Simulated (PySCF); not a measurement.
This PySCF input (PBE/pcseg-2) gives -477.14033 Eh with 164 basis functions.

```python
import numpy as np, basis_set_exchange as bse
from pyscf import gto, scf, dft, df

basis = {'C': gto.basis.parse(bse.get_basis('pcseg-2', elements=['C'], fmt='nwchem')), 'H': gto.basis.parse(bse.get_basis('pcseg-2', elements=['H'], fmt='nwchem')), 'S': gto.basis.parse(bse.get_basis('pcseg-2', elements=['S'], fmt='nwchem'))}
mol = gto.M(
    atom='''
    C    -0.00155029    1.50196649   -0.45166829
    S    -0.01239716    0.12323346    0.57976964
    C     0.01896339   -1.47872388   -0.43190787
    H     0.91934809    1.64260953   -1.02669247
    H    -0.90073509    1.62984334   -1.06289763
    H     0.01148869   -2.34173312    0.24815888
    H    -0.85846291   -1.52720035   -1.08442388
    H     0.92223725   -1.51471040   -1.04900214
    ''',
    basis=basis,
    charge=-1,
    verbose=4,
    max_memory=8640,
)
mf = dft.RKS(mol, xc='pbe')
mf.grids.level = 3
mf = mf.density_fit(auxbasis=df.autoaux(mol))
mf.conv_tol = 1e-9
mf.max_cycle = 100
print('smallest overlap eigenvalue', np.linalg.eigvalsh(mol.intor('int1e_ovlp'))[0])
mf.kernel()
dip = mf.dip_moment()
```

Change:
```diff
- basis = {'C': gto.basis.parse(bse.get_basis('pcseg-2', elements=['C'], fmt='nwchem')), 'H': gto.basis.parse(bse.get_basis('pcseg-2', elements=['H'], fmt='nwchem')), 'S': gto.basis.parse(bse.get_basis('pcseg-2', elements=['S'], fmt='nwchem'))}
+ basis = {'C': gto.basis.parse(bse.get_basis('jun-cc-pV(T+d)Z', elements=['C'], fmt='nwchem')), 'H': gto.basis.parse(bse.get_basis('jun-cc-pV(T+d)Z', elements=['H'], fmt='nwchem')), 'S': gto.basis.parse(bse.get_basis('jun-cc-pV(T+d)Z', elements=['S'], fmt='nwchem'))}
```

What does the run give now?

-477.14066 Eh (PBE/jun-cc-pV(T+d)Z, 196 functions), a change of -0.33 mEh.
